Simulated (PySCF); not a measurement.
# How far each method lies from full CI for B2H, quartet

Geometry: a point of a stretch scan, not a stationary point.

| atom | x (Å) | y (Å) | z (Å) |
| --- | --- | --- | --- |
| B | 0.0000 | 0.0000 | 0.2949 |
| B | 0.0000 | 0.0000 | -1.7681 |
| H | 0.0000 | 0.0000 | 1.4732 |

Basis 6-31G; PySCF 2.14.0. Only valence electrons are correlated (noble-gas cores frozen), which leaves 7 electrons in 18 orbitals. R marks a restricted (for open shells ROHF) determinant, U an unrestricted one.

Full CI is exact within this basis and frozen core; it isn't the basis-set limit. The frozen core follows each run's orbitals, which can shift R against U totals by a few meV.

- UHF ⟨S²⟩: 3.781
- ⟨S²⟩ of the determinant under UCCSD: 3.778
- T1 diagnostic (ROHF- or RHF-based CCSD): 0.0699
- largest doubles amplitude (ROHF- or RHF-based CCSD): 0.167

| level | E − E(RHF) (eV) |
| --- | --- |
| RMP2 | -2.3558 |
| RCCSD | -3.1351 |
| RCCSD(T) | -3.2701 |

Problem. Estimate how far full CI in 6-31G lies from RCCSD(T). The table doesn't fix it; the size of (T) and the diagnostics are the guide.

Solution. Full CI in 6-31G lies 6.9 kJ/mol below RCCSD(T), which is 53 % of the (T) step (-13.0 kJ/mol). T1 is raised, a doubles amplitude is large, and the rest is a large part of (T). The miss exceeds 1 kcal/mol.

The other levels:

```json
{"level": "RCCSDT", "E − E(full CI) (kJ/mol)": "3.4", "share of correlation (%)": "98.96", "wall time": "3.5 s"}
```

The correlation energy at full CI, counted from RHF, is -3.342 eV. The search over symmetries took 22 s on 1 thread of Intel Xeon, shared host; the state has 331,072 determinants.

Run but not shown, since their state, orbitals or frozen core can't be matched to the reference's or they repeat it: UHF, UMP2, UCCSD, UCCSD(T), UCCSDT.

Times are those of the correlated step on a shared host, with one SCF added for the restricted CCSD run; they ran on 1 thread of Intel Xeon.

The full-CI state has the irrep A2 of C2v, in the program's axes (one component, if the state is degenerate).

Natural occupations of full CI about the gap: 1.963 1.909 0.999 0.942 0.942 0.076 0.076 0.052 0.018 0.006; effectively unpaired electrons, Σ n²(2−n)², 3.08.
